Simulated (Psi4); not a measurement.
**ClF (chlorine monofluoride) at r2SCAN/def2-SVP (sweep point 2)**

Aim: a structure relaxation of ClF (chlorine monofluoride). The job is set up through a Python script.

Program for the calculation: Psi4 1.11.

## Step 1: Starting point

ClF: 2 atoms, total charge 0, spin state singlet. SMILES: `FCl`. Geometry: relaxed at PBE0-D4/def2-TZVP. The run starts from this shape.

Bond lengths: F1–Cl2 1.620 Å.

## Step 2: A structure relaxation at r2SCAN/def2-SVP (sweep point 2)

Contents of calc.py:

```python
import psi4

psi4.set_memory('1600 MB')
psi4.set_num_threads(1)
psi4.core.set_output_file('psi4.out', False)

m = psi4.geometry("""
0 1
F      0.000000     0.000000     0.031290
Cl     0.000000     0.000000     1.650960
symmetry c1
""")

psi4.set_options(dict(puream=True, scf_type='pk', dft_radial_points=99, dft_spherical_points=590, g_convergence='gau_tight', geom_maxiter=50))

energy_value = psi4.optimize("r2scan/def2-SVP")
print(f'total energy {energy_value:.8f} hartree = {energy_value * 27.211386:.5f} eV')
print(m.to_string(dtype='xyz', units='Angstrom'))
for k, v in sorted(psi4.core.scalar_variables().items()):
    print(f'{k:45s} {v:18.10f}')
```

Launch:

```
python calc.py
```

Q: Predict the results. Wanted: total energy at the end; dipole moment; HOMO energy; LUMO energy; HOMO–LUMO gap; bond length.

Computed results:

At r2SCAN/def2-SVP (sweep point 2):

| quantity | value |
| --- | --- |
| total energy at the end | -559.64941 Eh |
| dipole moment | 1.09 D |
| HOMO energy | -8.03 eV |
| LUMO energy | -4.19 eV |
| HOMO–LUMO gap | 3.84 eV |
| bond length | 1.660 Å |

At the final geometry: Bond lengths: F1–Cl2 1.660 Å. The optimisation took 5 steps and changed the energy by -0.024 eV.
